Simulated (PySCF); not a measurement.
Frontier levels across methods

Compound: chlorocyclopentane, C₅H₉Cl.
Cartesian coordinates in Å at the PBE0-D3(BJ)/def2-SVP level; atoms count from 1:
```
atom  x, y, z in Å
Cl1    1.9896    0.1225   -1.3961
C2     1.1758   -0.4184    0.1279
C3     0.5726    0.7791    0.8441
C4    -0.7132    1.0835    0.0613
C5    -1.1116   -0.2460   -0.6243
C6    -0.0409   -1.2655   -0.2090
H7     1.9492   -0.9460    0.7013
H8     0.3367    0.4632    1.8750
H9     1.2671    1.6280    0.9114
H10   -1.5039    1.4724    0.7194
H11   -0.5184    1.8588   -0.6935
H12   -1.1117   -0.1264   -1.7173
H13   -2.1201   -0.5813   -0.3413
H14   -0.3408   -1.7936    0.7126
H15    0.1705   -2.0283   -0.9712
```

Basis pcSseg-1 throughout (PySCF), one geometry. Isolated species at its PBE0-D3(BJ)/def2-SVP geometry (one conformer only).

Problem. How do the orbital energies, the gap and the dipole change with the method?

Solution. 
```csv
method,kind,HOMO (eV),LUMO (eV),gap (eV),μ (D),SCF cycles
BLYP,GGA,-6.63,-0.02,6.61,2.07,13
OPBE,GGA,-6.78,-0.06,6.72,2.15,14
PBE,GGA,-6.79,-0.15,6.63,2.11,14
BP86,GGA,-6.90,-0.24,6.66,2.15,14
LDA,LDA,-6.90,-0.36,6.54,2.16,14
B97-2,global hybrid,-7.94,0.88,8.82,2.23,12
PBE0,global hybrid,-8.20,0.95,9.15,2.23,12
BHandHLYP,global hybrid,-9.47,1.81,11.28,2.29,12
CAM-B3LYP,range-separated hybrid,-9.59,1.97,11.56,2.21,12
wB97X-D,range-separated hybrid,-10.13,2.77,12.89,2.29,12
LC-wPBE,range-separated hybrid,-11.03,3.28,14.31,2.28,12
HF,Hartree–Fock,-11.49,3.96,15.45,2.46,10
```

The HOMO spans 4.86 eV, from BLYP down to HF, and the gap runs from 6.54 eV (LDA) to 15.45 eV (HF). Over the methods BLYP (0 %), OPBE (0 %), PBE (0 %), BP86 (0 %), LDA (0 %), B97-2 (21 %), PBE0 (25 %), BHandHLYP (50 %), HF (100 %), a straight line through the gap against the share of exact exchange rises by 0.89 eV for each 10 % (correlation coefficient 0.999). The dipole ranges from 2.07 D (BLYP) to 2.46 D (HF). This basis has no diffuse functions.

The vertical ΔSCF ionisation energy at B3LYP/def2-SVPD is 10.30 eV; −ε(HOMO) comes closest to it with wB97X-D (10.13 eV).
